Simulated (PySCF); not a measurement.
# The bond of AlC, level by level, part 2 of 2

PySCF 2.14.0; Al def2-SVPD, C def2-SVPD; no relativity. The steps go on from the part before.

## (10) BHandHLYP (global hybrid GGA)

Output of the SCF at 1.975 Å:

```text
******** <class 'pyscf.dft.uks_symm.SymAdaptedUKS'> ********
method = SymAdaptedUKS
initial guess = minao
damping factor = 0
level_shift factor = 0
DIIS = <class 'pyscf.scf.diis.CDIIS'>
diis_start_cycle = 1
diis_space = 10
diis_damp = 0
SCF conv_tol = 1e-09
SCF conv_tol_grad = None
SCF max_cycles = 60
direct_scf = False
max_memory 909 MB (current use 333 MB)
number electrons alpha = 11  beta = 8
XC library pyscf.dft.libxc version 7.0.0
    S. Lehtola, C. Steigemann, M. J.T. Oliveira, and M. A.L. Marques.,  SoftwareX 7, 1–5 (2018)
XC functionals = BHANDHLYP
    A. D. Becke.,  J. Chem. Phys. 98, 1372 (1993)
    Defined through Gaussian implementation.
small_rho_cutoff = 0
Set gradient conv threshold to 3.16228e-05
init E= -280.204334783467
cycle= 1 E= -280.205124748638  delta_E= -0.00079  |g|= 0.0103  |ddm|= 0.0953
cycle= 2 E= -280.205220775111  delta_E= -9.6e-05  |g|= 0.00823  |ddm|= 0.0337
cycle= 3 E= -280.205287922156  delta_E= -6.71e-05  |g|= 0.00186  |ddm|= 0.0139
cycle= 4 E= -280.205303432009  delta_E= -1.55e-05  |g|= 0.00064  |ddm|= 0.00951
cycle= 5 E= -280.205305796363  delta_E= -2.36e-06  |g|= 0.000289  |ddm|= 0.00421
cycle= 6 E= -280.205306137415  delta_E= -3.41e-07  |g|= 4.18e-05  |ddm|= 0.00209
cycle= 7 E= -280.205306141251  delta_E= -3.84e-09  |g|= 1.42e-05  |ddm|= 0.000171
cycle= 8 E= -280.205306141708  delta_E= -4.57e-10  |g|= 3.86e-06  |ddm|= 6.05e-05
Extra cycle  E= -280.205306141748  delta_E= -4.02e-11  |g|= 1.88e-06  |ddm|= 1.57e-05
converged SCF energy = -280.205306141748  <S^2> = 3.7578833  2S+1 = 4.0039397
```

Re = 1.968 Å, ωe = 646 cm⁻¹, ωexe = 4.14 cm⁻¹, αe = 0.00509 cm⁻¹, Be = 0.5238 cm⁻¹, De = 3.19 eV, μ = -1.75 D.

## (11) ωB97X (range-separated hybrid)

Output of the SCF at 1.975 Å:

```text
******** <class 'pyscf.dft.uks_symm.SymAdaptedUKS'> ********
method = SymAdaptedUKS
initial guess = minao
damping factor = 0
level_shift factor = 0
DIIS = <class 'pyscf.scf.diis.CDIIS'>
diis_start_cycle = 1
diis_space = 10
diis_damp = 0
SCF conv_tol = 1e-09
SCF conv_tol_grad = None
SCF max_cycles = 60
direct_scf = False
max_memory 909 MB (current use 333 MB)
number electrons alpha = 11  beta = 8
XC library pyscf.dft.libxc version 7.0.0
    S. Lehtola, C. Steigemann, M. J.T. Oliveira, and M. A.L. Marques.,  SoftwareX 7, 1–5 (2018)
XC functionals = WB97X
    J.-D. Chai and M. Head-Gordon.,  J. Chem. Phys. 128, 084106 (2008)
small_rho_cutoff = 0
Set gradient conv threshold to 3.16228e-05
init E= -280.194598774937
cycle= 1 E= -280.196346271505  delta_E= -0.00175  |g|= 0.0112  |ddm|= 0.147
cycle= 2 E= -280.196624514481  delta_E= -0.000278  |g|= 0.0051  |ddm|= 0.0388
cycle= 3 E= -280.196729866706  delta_E= -0.000105  |g|= 0.00207  |ddm|= 0.0244
cycle= 4 E= -280.196753475603  delta_E= -2.36e-05  |g|= 0.00127  |ddm|= 0.0105
cycle= 5 E= -280.196762779527  delta_E= -9.3e-06  |g|= 0.00067  |ddm|= 0.0084
cycle= 6 E= -280.196764783812  delta_E= -2e-06  |g|= 0.000225  |ddm|= 0.00455
cycle= 7 E= -280.196764987854  delta_E= -2.04e-07  |g|= 5.22e-05  |ddm|= 0.00158
cycle= 8 E= -280.196764995868  delta_E= -8.01e-09  |g|= 1.37e-05  |ddm|= 0.000314
cycle= 9 E= -280.196764996527  delta_E= -6.59e-10  |g|= 5.14e-06  |ddm|= 9.95e-05
Extra cycle  E= -280.196764996601  delta_E= -7.44e-11  |g|= 3.06e-06  |ddm|= 1.87e-05
converged SCF energy = -280.196764996601  <S^2> = 3.7604488  2S+1 = 4.005221
```

Re = 1.973 Å, ωe = 643 cm⁻¹, ωexe = 3.92 cm⁻¹, αe = 0.00498 cm⁻¹, Be = 0.5211 cm⁻¹, De = 3.46 eV, μ = -1.58 D.

## (12) UHF (mean field)

The SCF at the reference distance, 1.975 Å, printed:

```text
******** <class 'pyscf.scf.uhf_symm.SymAdaptedUHF'> ********
method = SymAdaptedUHF
initial guess = minao
damping factor = 0
level_shift factor = 0
DIIS = <class 'pyscf.scf.diis.CDIIS'>
diis_start_cycle = 1
diis_space = 10
diis_damp = 0
SCF conv_tol = 1e-09
SCF conv_tol_grad = None
SCF max_cycles = 60
direct_scf = False
max_memory 909 MB (current use 333 MB)
number electrons alpha = 11  beta = 8
Overwritten attributes  get_occ get_j get_k get_hcore get_jk  of <class 'pyscf.scf.uhf_symm.SymAdaptedUHF'>
Set gradient conv threshold to 3.16228e-05
init E= -279.522168285239
cycle= 1 E= -279.531507693858  delta_E= -0.00934  |g|= 0.0274  |ddm|= 0.222
cycle= 2 E= -279.533809772919  delta_E= -0.0023  |g|= 0.0178  |ddm|= 0.0761
cycle= 3 E= -279.535331895027  delta_E= -0.00152  |g|= 0.011  |ddm|= 0.0777
cycle= 4 E= -279.535966407971  delta_E= -0.000635  |g|= 0.00582  |ddm|= 0.0589
cycle= 5 E= -279.536152371059  delta_E= -0.000186  |g|= 0.00192  |ddm|= 0.0385
cycle= 6 E= -279.536168002843  delta_E= -1.56e-05  |g|= 0.000506  |ddm|= 0.0116
cycle= 7 E= -279.536168914956  delta_E= -9.12e-07  |g|= 0.000201  |ddm|= 0.00258
cycle= 8 E= -279.536169114489  delta_E= -2e-07  |g|= 7.64e-05  |ddm|= 0.0016
cycle= 9 E= -279.536169139377  delta_E= -2.49e-08  |g|= 2.6e-05  |ddm|= 0.000509
cycle= 10 E= -279.536169142771  delta_E= -3.39e-09  |g|= 8.37e-06  |ddm|= 0.000229
cycle= 11 E= -279.53616914299  delta_E= -2.19e-10  |g|= 1.74e-06  |ddm|= 4.79e-05
Extra cycle  E= -279.536169142996  delta_E= -5.8e-12  |g|= 8.7e-07  |ddm|= 5.27e-06
converged SCF energy = -279.536169142996  <S^2> = 3.7587981  2S+1 = 4.0043966
```

Re = 1.979 Å, ωe = 650 cm⁻¹, ωexe = 4.06 cm⁻¹, αe = 0.00490 cm⁻¹, Be = 0.5181 cm⁻¹, De = 2.70 eV, μ = -0.90 D.

## (13) Adding correlation

Reference: UHF; core orbitals frozen: 6.

Output of the coupled-cluster run at 1.975 Å:

```text
******** <class 'pyscf.cc.uccsd.UCCSD'> ********
CC2 = 0
CCSD nocc = (np.int64(5), np.int64(2)), nmo = (38, 38)
frozen orbitals [[0, 1, 2, 3, 4, 5], [0, 1, 2, 3, 4, 5]]
max_cycle = 80
direct = 0
conv_tol = 1e-07
conv_tol_normt = 1e-05
diis_space = 8
diis_start_cycle = 0
diis_start_energy_diff = 1e+09
max_memory 909 MB (current use 374 MB)
Init t2, MP2 energy = -0.106951236948854
Init E_corr(UCCSD) = -0.106951236949941
cycle = 1  E_corr(UCCSD) = -0.126303942062419  dE = -0.0193527051  norm(t1,t2) = 0.0800775
cycle = 2  E_corr(UCCSD) = -0.132246651372646  dE = -0.00594270931  norm(t1,t2) = 0.0405426
cycle = 3  E_corr(UCCSD) = -0.137519803008233  dE = -0.00527315164  norm(t1,t2) = 0.0272185
cycle = 4  E_corr(UCCSD) = -0.138009896400254  dE = -0.000490093392  norm(t1,t2) = 0.0125768
cycle = 5  E_corr(UCCSD) = -0.138360086093674  dE = -0.000350189693  norm(t1,t2) = 0.00765626
cycle = 6  E_corr(UCCSD) = -0.138649194698989  dE = -0.000289108605  norm(t1,t2) = 0.00302775
cycle = 7  E_corr(UCCSD) = -0.138617267807372  dE = 3.19268916e-05  norm(t1,t2) = 0.000940597
cycle = 8  E_corr(UCCSD) = -0.13863875096606  dE = -2.14831587e-05  norm(t1,t2) = 0.000364556
cycle = 9  E_corr(UCCSD) = -0.138641962146281  dE = -3.21118022e-06  norm(t1,t2) = 0.000144238
cycle = 10  E_corr(UCCSD) = -0.138638344350459  dE = 3.61779582e-06  norm(t1,t2) = 4.57293e-05
cycle = 11  E_corr(UCCSD) = -0.138638026540624  dE = 3.17809836e-07  norm(t1,t2) = 1.88567e-05
cycle = 12  E_corr(UCCSD) = -0.138638582775124  dE = -5.562345e-07  norm(t1,t2) = 9.78172e-06
cycle = 13  E_corr(UCCSD) = -0.13863881473552  dE = -2.31960396e-07  norm(t1,t2) = 3.91113e-06
cycle = 14  E_corr(UCCSD) = -0.138638745782504  dE = 6.89530159e-08  norm(t1,t2) = 1.72169e-06
UCCSD converged
E(UCCSD) = -279.6748078887784  E_corr = -0.1386387457825045
UCCSD(T) correction = -0.00528323735078182
```

Correlation energy (eV) along the bond:

```
R (Å)     MP2  SCS-MP2    CCSD  CCSD(T)     T1
1.698  -2.886   -2.805     n/a      n/a    n/a
1.778  -2.891   -2.808  -3.766   -3.906  0.052
1.857  -2.898   -2.813  -3.768   -3.909  0.049
1.916  -2.904   -2.818  -3.770   -3.913  0.047
1.975  -2.910   -2.824  -3.773   -3.916  0.046
2.034  -2.917   -2.830  -3.776   -3.921  0.044
2.113  -2.925   -2.837  -3.780   -3.927  0.043
2.212  -2.933   -2.846  -3.787   -3.935  0.042
2.330  -2.941   -2.854  -3.794   -3.946  0.041
2.489  -2.945   -2.859     n/a      n/a    n/a
```

UHF-MP2: Re = 1.988 Å, ωe = 638 cm⁻¹, ωexe = 3.80 cm⁻¹, αe = 0.00480 cm⁻¹, Be = 0.5137 cm⁻¹, De = 3.31 eV.

UHF-SCS-MP2: Re = 1.987 Å, ωe = 638 cm⁻¹, ωexe = 3.82 cm⁻¹, αe = 0.00482 cm⁻¹, Be = 0.5141 cm⁻¹, De = 3.05 eV.

UHF-CCSD: Re = 1.983 Å, ωe = 642 cm⁻¹, ωexe = 4.06 cm⁻¹, αe = 0.00494 cm⁻¹, Be = 0.5160 cm⁻¹, De = 3.18 eV.

UHF-CCSD(T): Re = 1.985 Å, ωe = 639 cm⁻¹, ωexe = 4.09 cm⁻¹, αe = 0.00498 cm⁻¹, Be = 0.5153 cm⁻¹, De = 3.26 eV.

## (14) The curves together

Energy (eV) from each level's lowest point:

```
R (Å)    UHF  UHF-MP2  UHF-SCS-MP2  UHF-CCSD  UHF-CCSD(T)    LDA    PBE   TPSS  r²SCAN   PBE0  BHandHLYP  ωB97X
1.698  0.799    0.823        0.817       n/a          n/a  0.678  0.766  0.770   0.758  0.741      0.721  0.743
1.778  0.361    0.381        0.377     0.368        0.371  0.288  0.348  0.348   0.339  0.329      0.315  0.330
1.857  0.118    0.130        0.128     0.122        0.125  0.081  0.115  0.114   0.108  0.103      0.095  0.104
1.916  0.028    0.035        0.034     0.031        0.032  0.013  0.029  0.028   0.025  0.023      0.019  0.023
1.975  0.000    0.000        0.000     0.000        0.000  0.000  0.000  0.000   0.000  0.000      0.000  0.000
2.034  0.018    0.012        0.012     0.015        0.014  0.030  0.015  0.016   0.020  0.021      0.025  0.021
2.113  0.095    0.081        0.082     0.088        0.085  0.117  0.084  0.088   0.096  0.100      0.108  0.101
2.212  0.251    0.228        0.230     0.237        0.232  0.279  0.224  0.233   0.248  0.253      0.267  0.257
2.330  0.491    0.460        0.461     0.469        0.461  0.518  0.439  0.455   0.478  0.486      0.505  0.495
2.489  0.849    0.814        0.814       n/a          n/a  0.867  0.760  0.785   0.821  0.834      0.858  0.854
```

## (15) Results

This closing draws on all 2 parts.

Lowest PBE0 solution found, without spin–orbit coupling: ⁴Σ⁻ (quartet), unpaired electrons σ ↑, π ↑↑. State 2 has its PBE0 minimum 0.52 eV higher, as a spin-mixed determinant (⟨S²⟩ = 1.78), so this is no gap between pure states. State 3 has its PBE0 minimum 0.62 eV higher, as a spin-mixed determinant (⟨S²⟩ = 1.77), so this is no gap between pure states. State 4 has its PBE0 minimum 1.35 eV higher, as a spin-mixed determinant (⟨S²⟩ = 1.32), so this is no gap between pure states. The other levels ran on the lowest alone.

```
      level  Re (Å)  ωe (cm⁻¹)  De (eV)  μ (D)
        UHF   1.979        650     2.70  -0.90
    UHF-MP2   1.988        638     3.31    n/a
UHF-SCS-MP2   1.987        638     3.05    n/a
   UHF-CCSD   1.983        642     3.18    n/a
UHF-CCSD(T)   1.985        639     3.26    n/a
        LDA   1.961        648     4.35  -1.93
        PBE   1.982        624     3.81  -1.88
       TPSS   1.980        632     3.63  -1.66
     r²SCAN   1.976        641     3.70  -1.57
       PBE0   1.973        641     3.60  -1.70
  BHandHLYP   1.968        646     3.19  -1.75
      ωB97X   1.973        643     3.46  -1.58
```

De is counted to Al + C in their ground configurations. A positive dipole means Al(−)C(+).

Time per point (s) on 1 thread, shared host (CPU time, shared integrals of 0.03 s apart; correlated levels include their reference; CCSD comes with the CCSD(T) run); the times are rough: UHF 0.072, UHF-MP2 0.11, UHF-SCS-MP2 0.11, UHF-CCSD(T) 1.1, LDA 0.27, PBE 0.42, TPSS 0.65, r²SCAN 0.61, PBE0 0.6, BHandHLYP 0.33, ωB97X 0.43.

In words: The methods spread over 0.027 Å in bond length, from LDA to UHF-MP2. Among the levels with a De in the table, it runs from 2.70 eV (UHF) to 4.35 eV (LDA).

Correlated steps freeze 6 core orbitals. T1 is 0.046 near the minimum (highest on the curve 0.052), which may point to more than one leading configuration.
